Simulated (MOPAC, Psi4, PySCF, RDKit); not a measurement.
Torsional profile of SMILES C#CCC (C₄H₆). Scanned: dihedral C2–C3–C4–H8; all other coordinates were relaxed at GFN2-xTB.

Atom numbering (GFN2-xTB optimised geometry, Å):
```
10

C      2.2253     0.2703    -0.2860
C      1.0720    -0.0343    -0.3779
C     -0.3306    -0.3890    -0.4632
C     -1.1169     0.1698     0.7232
H      3.2384     0.5323    -0.2150
H     -0.4176    -1.4795    -0.4875
H     -0.7376     0.0057    -1.3991
H     -0.7242    -0.2239     1.6582
H     -1.0428     1.2548     0.7505
H     -2.1661    -0.1062     0.6422
```

- RKS-BP86/6-31G* = restricted BP86/6-31G*, spherical d // GFN2-xTB (PySCF)
- RMP2/6-31G* = restricted MP2 (frozen core)/6-31G*, spherical d // GFN2-xTB (PySCF 2.14.0)
- MMFF94 // GFN2-xTB (RDKit)
- AM1, restricted, heats of formation // GFN2-xTB (MOPAC)
- HF/cc-pVTZ // GFN2-xTB (Psi4)
- MP2/cc-pVTZ = Psi4 with DF-MP2 (frozen core)/cc-pVTZ // GFN2-xTB

Energies in kcal/mol, each method relative to its own lowest point.

```
φ / °  RKS-BP86/6-31G*  RMP2/6-31G*  MMFF94   AM1  HF/cc-pVTZ  MP2/cc-pVTZ
-----  ---------------  -----------  ------  ----  ----------  -----------
0                 3.23         3.60    3.87  1.57        3.55         3.37
10                3.00         3.34    3.57  1.46        3.30         3.12
20                2.37         2.65    2.79  1.16        2.61         2.46
30                1.55         1.73    1.79  0.77        1.71         1.59
40                0.75         0.84    0.87  0.38        0.84         0.77
50                0.20         0.22    0.23  0.10        0.22         0.20
60                0.00         0.00    0.00  0.00        0.00         0.00
70                0.20         0.23    0.22  0.09        0.22         0.21
80                0.76         0.86    0.86  0.36        0.84         0.80
90                1.56         1.74    1.77  0.75        1.71         1.62
100               2.38         2.66    2.76  1.15        2.61         2.47
110               3.00         3.35    3.55  1.45        3.29         3.12
```

Root-mean-square difference from the MP2/cc-pVTZ profile, itself a level with limits, after the best constant shift (kcal/mol): RKS-BP86/6-31G* 0.05, RMP2/6-31G* 0.08, MMFF94 0.17, AM1 0.64, HF/cc-pVTZ 0.07.
